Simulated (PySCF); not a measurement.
# BCl (SMILES [B]Cl) at QCISD(T)/STO-3G

What is the energy change on altering one bond length of BCl at QCISD(T)/STO-3G? 

Program for the calculation: PySCF 2.14.0.

12 further runs of the same task are left out: 3 that didn't finish, 9 set aside as unsound or not needed.

### Step 1. The structure to begin with

BCl: 2 atoms, total charge 0, spin state singlet. SMILES: `[B]Cl`. Geometry: relaxed at GFN2-xTB.

Bond lengths: B1–Cl2 1.579 Å.

### Step 2. A single-point energy at QCISD(T)/STO-3G

run.py

```python
from pyscf import gto, cc

mol = gto.M(
    atom='''
B      0.000000     0.000000     0.000000
Cl     0.000000     0.000000     1.578530
''',
    charge=0,
    max_memory=1860,
    basis='sto-3g',
    verbose=4,
)

mf = mol.RHF()
mf.conv_tol = 1e-10
mf.kernel()
if not mf.converged:
    mf = mf.newton().run(mf.mo_coeff, mf.mo_occ)

mycc = cc.QCISD(mf, frozen=6)
mycc.kernel()
e_t = mycc.qcisd_t()
etot = mycc.e_tot + e_t
print('Final energy', etot)
```

On the command line:

```sh
$ OMP_NUM_THREADS=1 python run.py
```

The program printed:

```text
PySCF version 2.14.0

[INPUT] num. atoms = 2
[INPUT] num. electrons = 22
[INPUT] charge = 0
[INPUT] spin (= nelec alpha-beta = 2S) = 0
[INPUT] symmetry False subgroup None
[INPUT] Mole.unit = angstrom
[INPUT] Symbol           X                Y                Z      unit          X                Y                Z       unit  Magmom
[INPUT]  1 B      0.000000000000   0.000000000000   0.000000000000 AA    0.000000000000   0.000000000000   0.000000000000 Bohr   0.0
[INPUT]  2 Cl     0.000000000000   0.000000000000   1.578530000000 AA    0.000000000000   0.000000000000   2.982989379410 Bohr   0.0

nuclear repulsion = 28.4949053411719
number of shells = 8
number of NR pGTOs = 42
number of NR cGTOs = 14
basis = sto-3g
ecp = {}

******** <class 'pyscf.scf.hf.RHF'> ********
method = RHF
initial guess = minao
damping factor = 0
level_shift factor = 0
DIIS = <class 'pyscf.scf.diis.CDIIS'>
diis_start_cycle = 1
diis_space = 8
diis_damp = 0
SCF conv_tol = 1e-10
SCF conv_tol_grad = None
SCF max_cycles = 50
direct_scf = True
direct_scf_tol = 1e-13
Set gradient conv threshold to 1e-05
Initial guess from minao.
init E= -478.810273716307
  HOMO = -0.175283744764894  LUMO = 0.180307806030092  gap/eV = 9.67614
cycle= 1 E= -478.808854699918  delta_E= 0.00142  |g|= 0.184  |ddm|= 1.74
  HOMO = -0.316798193292147  LUMO = 0.228564228813901  gap/eV = 14.84007
cycle= 2 E= -478.824662538878  delta_E= -0.0158  |g|= 0.0395  |ddm|= 0.515
  HOMO = -0.28336882554641  LUMO = 0.260551999248266  gap/eV = 14.80084
cycle= 3 E= -478.82541935749  delta_E= -0.000757  |g|= 0.00971  |ddm|= 0.0716
  HOMO = -0.284479986950683  LUMO = 0.260189716976907  gap/eV = 14.82122
cycle= 4 E= -478.825498793826  delta_E= -7.94e-05  |g|= 0.00141  |ddm|= 0.0472
  HOMO = -0.284449937803848  LUMO = 0.260104601525265  gap/eV = 14.81808
cycle= 5 E= -478.825500537818  delta_E= -1.74e-06  |g|= 0.000223  |ddm|= 0.00614
  HOMO = -0.284504825057629  LUMO = 0.260114298469414  gap/eV = 14.81984
cycle= 6 E= -478.825500565234  delta_E= -2.74e-08  |g|= 1.14e-05  |ddm|= 0.000624
  HOMO = -0.284500748010148  LUMO = 0.260111467422477  gap/eV = 14.81965
cycle= 7 E= -478.825500565346  delta_E= -1.12e-10  |g|= 6.26e-07  |ddm|= 3.84e-05
  HOMO = -0.284500814767904  LUMO = 0.260111528547558  gap/eV = 14.81966
cycle= 8 E= -478.825500565346  delta_E= -1.71e-13  |g|= 1.66e-08  |ddm|= 1.73e-06
  HOMO = -0.284500819052849  LUMO = 0.260111533662735  gap/eV = 14.81966
Extra cycle  E= -478.825500565346  delta_E= -5.68e-14  |g|= 5.61e-09  |ddm|= 3.45e-08
converged SCF energy = -478.825500565346

******** <class 'pyscf.cc.qcisd.QCISD'> ********
QCISD nocc = 5, nmo = 8
frozen orbitals 6
max_cycle = 50
direct = 0
conv_tol = 1e-07
conv_tol_normt = 1e-05
diis_space = 6
diis_start_cycle = 0
diis_start_energy_diff = 1e+09
Init t2, MP2 energy = -478.86501386198  E_corr(MP2) -0.0395132966338575
Init E_corr(QCISD) = -0.0395132966338575
cycle = 1  E_corr(QCISD) = -0.0490549505209826  dE = -0.00954165389  norm(t1,t2) = 0.0675517
cycle = 2  E_corr(QCISD) = -0.0553248276398422  dE = -0.00626987712  norm(t1,t2) = 0.0347356
cycle = 3  E_corr(QCISD) = -0.0607614445828043  dE = -0.00543661694  norm(t1,t2) = 0.0195395
cycle = 4  E_corr(QCISD) = -0.0612173614016321  dE = -0.000455916819  norm(t1,t2) = 0.00336324
cycle = 5  E_corr(QCISD) = -0.0610421333585868  dE = 0.000175228043  norm(t1,t2) = 0.0011654
cycle = 6  E_corr(QCISD) = -0.0610690448716294  dE = -2.6911513e-05  norm(t1,t2) = 0.000202281
cycle = 7  E_corr(QCISD) = -0.0610534059866789  dE = 1.5638885e-05  norm(t1,t2) = 4.22439e-05
cycle = 8  E_corr(QCISD) = -0.0610573722205205  dE = -3.96623384e-06  norm(t1,t2) = 1.40587e-05
cycle = 9  E_corr(QCISD) = -0.0610573113986495  dE = 6.0821871e-08  norm(t1,t2) = 8.02992e-07
QCISD converged
E(QCISD) = -478.8865578767446  E_corr = -0.06105731139864952
QCISD(T) correction = -0.00196724689766323
Final energy -478.8885251236423
```

Run time: 1.2 s. Hardware: 1 thread of Arm Neoverse N1, shared host; peak memory 0.12 GiB.

### Step 3. The distorted shape

job.py

```python
from pyscf import gto, cc

molecule = gto.M(
    atom='B 0.000000 0.000000 -1.262870; Cl 0.000000 0.000000 1.578530',
    verbose=3,
    max_memory=1860,
    basis='sto-3g',
)

mf = molecule.RHF()
mf.conv_tol = 1e-10
mf.kernel()
if not mf.converged:
    mf = mf.newton().run(mf.mo_coeff, mf.mo_occ)

mycc = cc.QCISD(mf, frozen=6)
mycc.kernel()
e_t = mycc.qcisd_t()
etot = mycc.e_tot + e_t
print('E = %.10f Eh' % etot)
```

On the command line:

```sh
$ OMP_NUM_THREADS=1 python job.py
```

The program printed:

```text
converged SCF energy = -478.698436253305
E(QCISD) = -478.7843116824665  E_corr = -0.08587542916198468
QCISD(T) correction = -0.00284135674802412
E = -478.7871530392 Eh
```

Run time: 1.3 s. Hardware: 1 thread of Arm Neoverse N1, shared host; peak memory 0.12 GiB.

### Step 4. Outcome

At QCISD(T)/STO-3G, 6 core orbitals frozen:

| quantity | value |
| --- | --- |
| first shape: total energy | -478.88853 Eh |
| first shape: dipole moment (Hartree–Fock density) | 0.54 D |
| first shape: HOMO energy (Hartree–Fock orbitals) | -7.74 eV |
| first shape: LUMO energy (Hartree–Fock orbitals) | 7.08 eV |
| first shape: HOMO–LUMO gap (Hartree–Fock orbitals) | 14.82 eV |
| first shape: correlation energy (6 core orbitals frozen) | -63.0 mEh |
| first shape: (T) correction | -1.97 mEh |
| first shape: T1 diagnostic | 0.014 |
| distorted shape: total energy | -478.78715 Eh |
| distorted shape: dipole moment (Hartree–Fock density) | 7.36 D |
| distorted shape: HOMO energy (Hartree–Fock orbitals) | -6.61 eV |
| distorted shape: LUMO energy (Hartree–Fock orbitals) | 2.92 eV |
| distorted shape: HOMO–LUMO gap (Hartree–Fock orbitals) | 9.53 eV |
| distorted shape: correlation energy (6 core orbitals frozen) | -88.7 mEh |
| distorted shape: (T) correction | -2.84 mEh |
| distorted shape: T1 diagnostic | 0.055 |
| energy change with the B1–Cl2 bond stretched from 1.579 to 2.841 Å | 2.758 eV |

**Reading.** With the B1–Cl2 bond stretched from 1.579 to 2.841 Å the energy rises by 2.76 eV (64 kcal/mol). The first shape isn't relaxed at this level, so the change isn't measured from a minimum. The minimal basis adds a large error of its own. The triples (first shape) make up 3.1 % of the correlation energy. The T1 diagnostic (distorted shape) of 0.055 is above the customary mark for such species, so a single reference may not serve. The triples (distorted shape) make up 3.2 % of the correlation energy.
